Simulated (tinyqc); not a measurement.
Inside a calculation (part 2 of 3). Method: UKS/B3LYP (VWN-RPA form) in the sto-3g basis, for H2O, spin multiplicity 3. Computed by tinyqc, a small Python program that keeps every step (integrals from PySCF). Command: `OMP_NUM_THREADS=1 python tinyqc.py 25486 25487 out.jsonl` (the two numbers bound the seeds that draw the settings). One thread of a shared host (Intel(R) Xeon(R) Processor @ 2.60GHz), about 3 s of CPU time with the checks.

Geometry (angstrom):
```
atom         x          y         z
O     0.000000   0.000000  0.000000
H     0.000000   1.161000  0.753000
H     0.000000  -1.208000  0.783000
```

## Iteration 1: diagonalisation and new density

F(alpha) (hartree), order 1O 1s, 1O 2s, 1O 2px, 1O 2py, 1O 2pz, 2H 1s, 3H 1s:
```
[[-18.422399, -4.765844, 0.000000, -0.002732, -0.010053, -0.405877, -0.358370],
 [-4.765844, -1.800237, 0.000000, -0.019200, -0.067281, -0.356339, -0.311728],
 [0.000000, 0.000000, -0.007591, 0.000000, 0.000000, 0.000000, 0.000000],
 [-0.002732, -0.019200, 0.000000, 0.036089, -0.003950, -0.160000, 0.132407],
 [-0.010053, -0.067281, 0.000000, -0.003950, 0.064717, -0.116232, -0.101451],
 [-0.405877, -0.356339, 0.000000, -0.160000, -0.116232, -0.300910, -0.049174],
 [-0.358370, -0.311728, 0.000000, 0.132407, -0.101451, -0.049174, -0.244185]]
```

F(beta) (hartree), order 1O 1s, 1O 2s, 1O 2px, 1O 2py, 1O 2pz, 2H 1s, 3H 1s:
```
[[-18.404345, -4.747124, 0.000000, -0.002792, -0.010113, -0.404430, -0.357062],
 [-4.747124, -1.707387, 0.000000, -0.020820, -0.067711, -0.340341, -0.297016],
 [0.000000, 0.000000, 0.277147, 0.000000, 0.000000, 0.000000, 0.000000],
 [-0.002792, -0.020820, 0.000000, 0.087526, -0.004581, -0.155945, 0.127846],
 [-0.010113, -0.067711, 0.000000, -0.004581, 0.098635, -0.109118, -0.093553],
 [-0.404430, -0.340341, 0.000000, -0.155945, -0.109118, -0.167900, -0.060788],
 [-0.357062, -0.297016, 0.000000, 0.127846, -0.093553, -0.060788, -0.052290]]
```

X, order 1O 1s, 1O 2s, 1O 2px, 1O 2py, 1O 2pz, 2H 1s, 3H 1s:
```
[[1.022658, -0.128152, 0.000000, -0.000396, -0.002800, 0.013172, 0.011947],
 [-0.128152, 1.067106, 0.000000, 0.003590, 0.023256, -0.131241, -0.116884],
 [0.000000, 0.000000, 1.000000, 0.000000, 0.000000, 0.000000, 0.000000],
 [-0.000396, 0.003590, 0.000000, 1.030227, 0.001717, -0.109408, 0.099909],
 [-0.002800, 0.023256, 0.000000, 0.001717, 1.011969, -0.067395, -0.060888],
 [0.013172, -0.131241, 0.000000, -0.109408, -0.067395, 1.048063, -0.021259],
 [0.011947, -0.116884, 0.000000, 0.099909, -0.060888, -0.021259, 1.039634]]
```

Diagonalise F' = X^T F X, C = X C', fill 6 alpha and 4 beta electrons from the bottom; D(s) = C_occ C_occ^T. Each column has its largest component positive (the first on a tie).

F' = X^T F X (alpha) (hartree):
```
[[-18.064676, -2.538692, 0.000000, -0.002457, -0.016482, -0.013910, -0.009038],
 [-2.538692, -0.907968, 0.000000, -0.012477, -0.028907, -0.163608, -0.144282],
 [0.000000, 0.000000, -0.007591, 0.000000, 0.000000, 0.000000, 0.000000],
 [-0.002457, -0.012477, 0.000000, 0.096556, 0.000339, -0.152440, 0.132557],
 [-0.016482, -0.028907, 0.000000, 0.000339, 0.090068, -0.103042, -0.090809],
 [-0.013910, -0.163608, 0.000000, -0.152440, -0.103042, -0.208502, -0.001988],
 [-0.009038, -0.144282, 0.000000, 0.132557, -0.090809, -0.001988, -0.169632]]
```

orbital energies (alpha) (hartree): [-18.432593, -0.652547, -0.291063, -0.140369, -0.007591, 0.150745, 0.201673]

coefficients C (alpha), order 1O 1s, 1O 2s, 1O 2px, 1O 2py, 1O 2pz, 2H 1s, 3H 1s:
```
[[0.993750, -0.235570, 0.030280, 0.131632, 0.000000, -0.035966, -0.002441],
 [0.025765, 0.874259, -0.130227, -0.604698, 0.000000, 0.196422, 0.019646],
 [0.000000, 0.000000, 0.000000, 0.000000, 1.000000, 0.000000, 0.000000],
 [0.000303, 0.031625, 0.339234, -0.041541, 0.000000, -0.089204, 0.978557],
 [0.001464, 0.095676, 0.018281, 0.338681, 0.000000, 0.948365, 0.096389],
 [-0.003770, 0.242651, 0.660374, 0.546026, 0.000000, -0.332004, -0.478998],
 [-0.003336, 0.167520, -0.573686, 0.651616, 0.000000, -0.411796, 0.396755]]
```

F' = X^T F X (beta) (hartree):
```
[[-18.049159, -2.532923, 0.000000, -0.002260, -0.016426, -0.013683, -0.008119],
 [-2.532923, -0.810669, 0.000000, -0.014376, -0.028087, -0.174169, -0.160422],
 [0.000000, 0.000000, 0.277147, 0.000000, 0.000000, 0.000000, 0.000000],
 [-0.002260, -0.014376, 0.000000, 0.153045, -0.000388, -0.170241, 0.154666],
 [-0.016426, -0.028087, 0.000000, -0.000388, 0.124014, -0.105844, -0.095526],
 [-0.013683, -0.174169, 0.000000, -0.170241, -0.105844, -0.065764, -0.024788],
 [-0.008119, -0.160422, 0.000000, 0.154666, -0.095526, -0.024788, 0.034836]]
```

orbital energies (beta) (hartree): [-18.413782, -0.564637, -0.163777, -0.018260, 0.222755, 0.277147, 0.324003]

coefficients C (beta), order 1O 1s, 1O 2s, 1O 2px, 1O 2py, 1O 2pz, 2H 1s, 3H 1s:
```
[[0.994011, -0.235955, 0.048346, 0.114289, -0.057744, 0.000000, 0.010506],
 [0.024731, 0.880352, -0.211292, -0.522839, 0.301124, 0.000000, -0.047621],
 [0.000000, 0.000000, 0.000000, 0.000000, 0.000000, 1.000000, 0.000000],
 [0.000303, 0.038336, 0.468634, -0.156397, 0.122829, 0.000000, 0.907029],
 [0.001425, 0.106005, 0.054313, 0.531043, 0.856751, 0.000000, -0.051615],
 [-0.003593, 0.239584, 0.649981, 0.415673, -0.520416, 0.000000, -0.457486],
 [-0.003168, 0.151237, -0.422488, 0.576062, -0.459774, 0.000000, 0.603462]]
```

D(alpha) after iteration 1, order 1O 1s, 1O 2s, 1O 2px, 1O 2py, 1O 2pz, 2H 1s, 3H 1s:
```
[[1.062570, -0.270951, 0.000000, 0.000863, -0.010057, 0.042904, 0.040436],
 [-0.270951, 1.186193, 0.000000, -0.008923, 0.062783, -0.269349, -0.253837],
 [0.000000, 0.000000, 1.000000, 0.000000, 0.000000, 0.000000, 0.000000],
 [0.000863, -0.008923, 0.000000, 0.125763, -0.089440, 0.238628, -0.179652],
 [-0.010057, 0.062783, 0.000000, -0.089440, 1.023591, -0.094649, -0.164308],
 [0.042904, -0.269349, 0.000000, 0.238628, -0.094649, 0.903359, 0.154332],
 [0.040436, -0.253837, 0.000000, -0.179652, -0.164308, 0.154332, 0.951370]]
```

D(beta) after iteration 1, order 1O 1s, 1O 2s, 1O 2px, 1O 2py, 1O 2pz, 2H 1s, 3H 1s:
```
[[1.059131, -0.253110, 0.000000, -0.003963, 0.039722, 0.018829, 0.006578],
 [-0.253110, 1.093635, 0.000000, 0.016509, -0.195769, -0.143836, -0.078856],
 [0.000000, 0.000000, 0.000000, 0.000000, 0.000000, 0.000000, 0.000000],
 [-0.003963, 0.016509, 0.000000, 0.245547, -0.053536, 0.248777, -0.282289],
 [0.039722, -0.195769, 0.000000, -0.053536, 0.296195, 0.281434, 0.298994],
 [0.018829, -0.143836, 0.000000, 0.248777, 0.281434, 0.652672, 0.001089],
 [0.006578, -0.078856, 0.000000, -0.282289, 0.298994, 0.001089, 0.533226]]
```

## Iteration 2: exchange-correlation on the grid

Becke grid with 30 radial and 50 angular points per atom, points of zero weight dropped. rho = sum D_ij phi_i phi_j; V_xc,ij = sum w v_xc phi_i phi_j plus the gradient terms; v_xc is d(rho eps)/d rho(s) for spin s at fixed gradient. Exact exchange is left to K.

The 12 grid points with the largest w rho, of 4492 (bohr, atomic units):
```
x                 y          z         w  rho(alpha)  rho(beta)     eps_xc  v_xc(alpha)
-0.704702  0.000000  -0.704702  0.056407    0.279093   0.132407  -0.520945    -0.668800
0.704702   0.000000  -0.704702  0.056407    0.279093   0.132407  -0.520945    -0.668800
-0.300486  0.300486  -0.901457  0.050406    0.271940   0.172218  -0.526475    -0.670174
0.300486   0.300486  -0.901457  0.050406    0.271940   0.172218  -0.526475    -0.670174
-0.856645  0.000000  -0.856645  0.095782    0.160041   0.073692  -0.451121    -0.549771
0.856645   0.000000  -0.856645  0.095782    0.160041   0.073692  -0.451121    -0.549771
-0.365275  0.365275  -1.095824  0.085592    0.156033   0.096740  -0.455825    -0.552855
0.365275   0.365275  -1.095824  0.085592    0.156033   0.096740  -0.455825    -0.552855
0.000000   0.704702  -0.704702  0.056389    0.209196   0.173090  -0.502036    -0.620463
0.704702   0.000000   0.704702  0.056340    0.288513   0.084137  -0.517658    -0.664318
-0.704702  0.000000   0.704702  0.056340    0.288513   0.084137  -0.517658    -0.664318
0.000000   0.856645  -0.856645  0.095681    0.120043   0.097589  -0.434984    -0.514546
```

electrons on the grid, sum of w rho = 10.000040

E_xc = sum of w rho eps_xc = -7.24818357 hartree

V_xc(alpha) (hartree), order 1O 1s, 1O 2s, 1O 2px, 1O 2py, 1O 2pz, 2H 1s, 3H 1s:
```
[[-2.499074, -0.343037, 0.000000, -0.000013, -0.000113, -0.029331, -0.025931],
 [-0.343037, -0.633187, 0.000000, -0.001296, -0.005229, -0.116194, -0.104000],
 [0.000000, 0.000000, -0.646630, 0.000000, 0.000000, 0.000000, 0.000000],
 [-0.000013, -0.001296, 0.000000, -0.585596, 0.007097, -0.084819, 0.076619],
 [-0.000113, -0.005229, 0.000000, 0.007097, -0.652930, -0.058180, -0.053259],
 [-0.029331, -0.116194, 0.000000, -0.084819, -0.058180, -0.423642, -0.022193],
 [-0.025931, -0.104000, 0.000000, 0.076619, -0.053259, -0.022193, -0.423676]]
```

V_xc(beta) (hartree), order 1O 1s, 1O 2s, 1O 2px, 1O 2py, 1O 2pz, 2H 1s, 3H 1s:
```
[[-2.482287, -0.330018, 0.000000, -0.000184, 0.002201, -0.028267, -0.024976],
 [-0.330018, -0.556894, 0.000000, -0.002345, 0.011051, -0.106559, -0.094856],
 [0.000000, 0.000000, -0.524293, 0.000000, 0.000000, 0.000000, 0.000000],
 [-0.000184, -0.002345, 0.000000, -0.563722, 0.006001, -0.082386, 0.073424],
 [0.002201, 0.011051, 0.000000, 0.006001, -0.568182, -0.052723, -0.047804],
 [-0.028267, -0.106559, 0.000000, -0.082386, -0.052723, -0.402060, -0.020690],
 [-0.024976, -0.094856, 0.000000, 0.073424, -0.047804, -0.020690, -0.385872]]
```

## Iteration 2: building the Kohn-Sham matrix

core Hamiltonian H = T + V (hartree), order 1O 1s, 1O 2s, 1O 2px, 1O 2py, 1O 2pz, 2H 1s, 3H 1s:
```
[[-32.365256, -7.528619, 0.000000, -0.000472, -0.007775, -0.638546, -0.563917],
 [-7.528619, -8.993412, 0.000000, -0.005802, -0.097698, -1.700327, -1.529948],
 [0.000000, 0.000000, -7.169374, 0.000000, 0.000000, 0.000000, 0.000000],
 [-0.000472, -0.005802, 0.000000, -7.234356, -0.002364, -1.137694, 1.035516],
 [-0.007775, -0.097698, 0.000000, -0.002364, -7.196693, -0.753478, -0.686100],
 [-0.638546, -1.700327, 0.000000, -1.137694, -0.753478, -3.728949, -0.334025],
 [-0.563917, -1.529948, 0.000000, 1.035516, -0.686100, -0.334025, -3.615286]]
```

nuclear repulsion = 6.22336352 hartree

Given earlier and not repeated: Two-electron integrals (ij|kl) in chemists' order.

J_ij = sum D_kl (ij|kl) with D = D(alpha) + D(beta), K_ij = sum D_kl (ik|jl) for each spin; F = H + J - 0.2 K(s) + V_xc; E = tr D H + tr D J / 2 - 0.1 sum_s tr D(s) K(s) + E_xc + E_nn.

Coulomb J (hartree), order 1O 1s, 1O 2s, 1O 2px, 1O 2py, 1O 2pz, 2H 1s, 3H 1s:
```
[[16.095530, 2.981265, 0.000000, 0.001823, 0.005117, 0.251905, 0.222446],
 [2.981265, 7.327937, 0.000000, 0.015648, 0.106343, 1.435057, 1.287246],
 [0.000000, 0.000000, 7.286710, 0.000000, 0.000000, 0.000000, 0.000000],
 [0.001823, 0.015648, 0.000000, 7.320249, -0.009781, 1.061286, -0.958213],
 [0.005117, 0.106343, 0.000000, -0.009781, 7.353446, 0.709544, 0.644084],
 [0.251905, 1.435057, 0.000000, 1.061286, 0.709544, 4.154195, 0.295931],
 [0.222446, 1.287246, 0.000000, -0.958213, 0.644084, 0.295931, 4.026694]]
```

exchange K(alpha) (hartree), order 1O 1s, 1O 2s, 1O 2px, 1O 2py, 1O 2pz, 2H 1s, 3H 1s:
```
[[4.898274, 0.824638, 0.000000, 0.000534, 0.001086, 0.073759, 0.065087],
 [0.824638, 1.301410, 0.000000, 0.006313, 0.020668, 0.270578, 0.242748],
 [0.000000, 0.000000, 1.141632, 0.000000, 0.000000, 0.000000, 0.000000],
 [0.000534, 0.006313, 0.000000, 0.538164, -0.061014, 0.223386, -0.199265],
 [0.001086, 0.020668, 0.000000, -0.061014, 1.144860, 0.127933, 0.110567],
 [0.073759, 0.270578, 0.000000, 0.223386, 0.127933, 0.751230, 0.061876],
 [0.065087, 0.242748, 0.000000, -0.199265, 0.110567, 0.061876, 0.764544]]
```

exchange K(beta) (hartree), order 1O 1s, 1O 2s, 1O 2px, 1O 2py, 1O 2pz, 2H 1s, 3H 1s:
```
[[4.855593, 0.766447, 0.000000, 0.000349, 0.002133, 0.068052, 0.060390],
 [0.766447, 1.022843, 0.000000, 0.012597, -0.068579, 0.242540, 0.224573],
 [0.000000, 0.000000, 0.232285, 0.000000, 0.000000, 0.000000, 0.000000],
 [0.000349, 0.012597, 0.000000, 0.582388, -0.041298, 0.227618, -0.217690],
 [0.002133, -0.068579, 0.000000, -0.041298, 0.572660, 0.174412, 0.176408],
 [0.068052, 0.242540, 0.000000, 0.227618, 0.174412, 0.628234, 0.045983],
 [0.060390, 0.224573, 0.000000, -0.217690, 0.176408, 0.045983, 0.546494]]
```

F(alpha) (hartree), order 1O 1s, 1O 2s, 1O 2px, 1O 2py, 1O 2pz, 2H 1s, 3H 1s:
```
[[-19.748454, -5.055317, 0.000000, 0.001231, -0.002987, -0.430724, -0.380420],
 [-5.055317, -2.558944, 0.000000, 0.007288, -0.000718, -0.435580, -0.395252],
 [0.000000, 0.000000, -0.757621, 0.000000, 0.000000, 0.000000, 0.000000],
 [0.001231, 0.007288, 0.000000, -0.607336, 0.007155, -0.205905, 0.193774],
 [-0.002987, -0.000718, 0.000000, 0.007155, -0.725150, -0.127700, -0.117388],
 [-0.430724, -0.435580, 0.000000, -0.205905, -0.127700, -0.148642, -0.072662],
 [-0.380420, -0.395252, 0.000000, 0.193774, -0.117388, -0.072662, -0.165178]]
```

F(beta) (hartree), order 1O 1s, 1O 2s, 1O 2px, 1O 2py, 1O 2pz, 2H 1s, 3H 1s:
```
[[-19.723131, -5.030661, 0.000000, 0.001097, -0.000883, -0.428518, -0.378525],
 [-5.030661, -2.426938, 0.000000, 0.004982, 0.033411, -0.420337, -0.382473],
 [0.000000, 0.000000, -0.453415, 0.000000, 0.000000, 0.000000, 0.000000],
 [0.001097, 0.004982, 0.000000, -0.594307, 0.002116, -0.204317, 0.194264],
 [-0.000883, 0.033411, 0.000000, 0.002116, -0.525961, -0.131538, -0.125101],
 [-0.428518, -0.420337, 0.000000, -0.204317, -0.131538, -0.102461, -0.067981],
 [-0.378525, -0.382473, 0.000000, 0.194264, -0.125101, -0.067981, -0.083763]]
```

total energy of this density = -74.71315021 hartree

## Iteration 2: diagonalisation and new density

As before.

F' = X^T F X (alpha) (hartree):
```
[[-19.388742, -2.581018, 0.000000, -0.001257, -0.015303, -0.018946, -0.012586],
 [-2.581018, -1.666834, 0.000000, 0.011858, 0.022186, -0.175075, -0.153198],
 [0.000000, 0.000000, -0.757621, 0.000000, 0.000000, 0.000000, 0.000000],
 [-0.001257, 0.011858, 0.000000, -0.560026, 0.009917, -0.156417, 0.141651],
 [-0.015303, 0.022186, 0.000000, 0.009917, -0.711285, -0.081320, -0.069870],
 [-0.018946, -0.175075, 0.000000, -0.156417, -0.081320, -0.028626, -0.028989],
 [-0.012586, -0.153198, 0.000000, 0.141651, -0.069870, -0.028989, -0.067733]]
```

orbital energies (alpha) (hartree): [-19.757152, -1.339499, -0.757621, -0.728980, -0.632094, -0.027388, 0.061867]

coefficients C (alpha), order 1O 1s, 1O 2s, 1O 2px, 1O 2py, 1O 2pz, 2H 1s, 3H 1s:
```
[[0.994339, -0.264417, 0.000000, 0.004479, -0.001480, 0.058587, 0.022237],
 [0.023414, 1.026491, 0.000000, -0.026173, 0.003486, -0.338426, -0.130836],
 [0.000000, 0.000000, 1.000000, 0.000000, 0.000000, 0.000000, 0.000000],
 [0.000030, -0.009760, 0.000000, -0.061033, 0.924117, 0.130701, -0.456553],
 [0.000914, -0.000668, 0.000000, 0.983206, 0.058865, -0.233757, -0.089886],
 [-0.003264, 0.004637, 0.000000, 0.045865, 0.152075, 0.471887, 0.940669],
 [-0.002968, 0.005550, 0.000000, 0.055799, -0.139278, 0.924168, -0.481816]]
```

F' = X^T F X (beta) (hartree):
```
[[-19.366502, -2.575161, 0.000000, -0.001012, -0.018271, -0.018598, -0.011728],
 [-2.575161, -1.526285, 0.000000, 0.008835, 0.067117, -0.185360, -0.168542],
 [0.000000, 0.000000, -0.453415, 0.000000, 0.000000, 0.000000, 0.000000],
 [-0.001012, 0.008835, 0.000000, -0.545228, 0.004447, -0.160451, 0.152092],
 [-0.018271, 0.067117, 0.000000, 0.004447, -0.503713, -0.106080, -0.100054],
 [-0.018598, -0.185360, 0.000000, -0.160451, -0.106080, 0.021739, -0.026149],
 [-0.011728, -0.168542, 0.000000, 0.152092, -0.100054, -0.026149, 0.021359]]
```

orbital energies (beta) (hartree): [-19.730944, -1.213943, -0.618608, -0.543135, -0.453415, 0.085822, 0.122178]

coefficients C (beta), order 1O 1s, 1O 2s, 1O 2px, 1O 2py, 1O 2pz, 2H 1s, 3H 1s:
```
[[0.994663, -0.261666, -0.001106, -0.000215, 0.000000, 0.067368, 0.014551],
 [0.022119, 1.017855, 0.002938, -0.019868, 0.000000, -0.377516, -0.084488],
 [0.000000, 0.000000, 0.000000, 0.000000, 1.000000, 0.000000, 0.000000],
 [0.000036, -0.007814, 0.931007, 0.013121, 0.000000, 0.061382, -0.461044],
 [0.000705, -0.050960, -0.020516, 0.952422, 0.000000, -0.343350, -0.069760],
 [-0.003053, 0.019838, 0.139191, 0.133075, 0.000000, 0.592758, 0.862525],
 [-0.002764, 0.020256, -0.136293, 0.122229, 0.000000, 0.835941, -0.613232]]
```

D(alpha) after iteration 2, order 1O 1s, 1O 2s, 1O 2px, 1O 2py, 1O 2pz, 2H 1s, 3H 1s:
```
[[1.062082, -0.268089, 0.000000, 0.008627, -0.008294, 0.023155, 0.050182],
 [-0.268089, 1.169461, 0.000000, -0.049432, 0.052917, -0.155686, -0.309082],
 [0.000000, 0.000000, 1.000000, 0.000000, 0.000000, 0.000000, 0.000000],
 [0.008627, -0.049432, 0.000000, 0.874896, -0.036156, 0.199367, -0.011380],
 [-0.008294, 0.052917, 0.000000, -0.036156, 1.024802, -0.056267, -0.169374],
 [0.023155, -0.155686, 0.000000, 0.199367, -0.056267, 0.247940, 0.417517],
 [0.050182, -0.309082, 0.000000, -0.011380, -0.169374, 0.417517, 0.876638]]
```

D(beta) after iteration 2, order 1O 1s, 1O 2s, 1O 2px, 1O 2py, 1O 2pz, 2H 1s, 3H 1s:
```
[[1.057826, -0.244337, 0.000000, 0.001048, 0.013853, -0.008410, -0.007925],
 [-0.244337, 1.036922, 0.000000, -0.005478, -0.070837, 0.017889, 0.017728],
 [0.000000, 0.000000, 0.000000, 0.000000, 0.000000, 0.000000, 0.000000],
 [0.001048, -0.005478, 0.000000, 0.867007, -0.006205, 0.131179, -0.125444],
 [0.013853, -0.070837, 0.000000, -0.006205, 0.910126, 0.122874, 0.118176],
 [-0.008410, 0.017889, 0.000000, 0.131179, 0.122874, 0.037486, -0.002295],
 [-0.007925, 0.017728, 0.000000, -0.125444, 0.118176, -0.002295, 0.033934]]
```
